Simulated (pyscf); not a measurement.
Routes from `[Cl][BH][Cl]` + `[SiH4]`

Candidate steps break at most two bonds and form at most two. Each was searched with GFN2-xTB (tblite) first. Optimised with ωB97X-D3(BJ)/def2-SVP in PySCF. Correlated levels are frozen-core, on RHF or UHF. ΔMP2 is the change of the MP2 total energy from the triple- to the quadruple-zeta basis. Energies: CCSD(T)/def2-TZVPP + ΔMP2(QZVPP), kJ/mol, from the separated reactants, singlet surface; ΔG‡ with ideal gas, 1 atm, RRHO with modes under 100 cm⁻¹ raised to 100, one conformer, R ln 2 for chiral ones without a mode under 150 cm⁻¹.

```tsv
products	type	ΔE‡	ΔE	ΔG‡ 298 K	ΔG‡ 900 K	ν‡ (cm⁻¹)
H₃Si–Cl + H₂B–Cl	four-centre exchange	82.5	+0.1	134.6	222.8	329i
HCl + H₃Si–BH–Cl	four-centre exchange	176.1	+109.4	212.7	288.1	800i
```

Plain bond fissions and candidates not yet searched are not listed, and one of them may be faster. Each barrier is that of the saddle found; lower ones may exist. The CCSD(T) − MP2 part came from Ansatz, without density fitting, on the same reference.
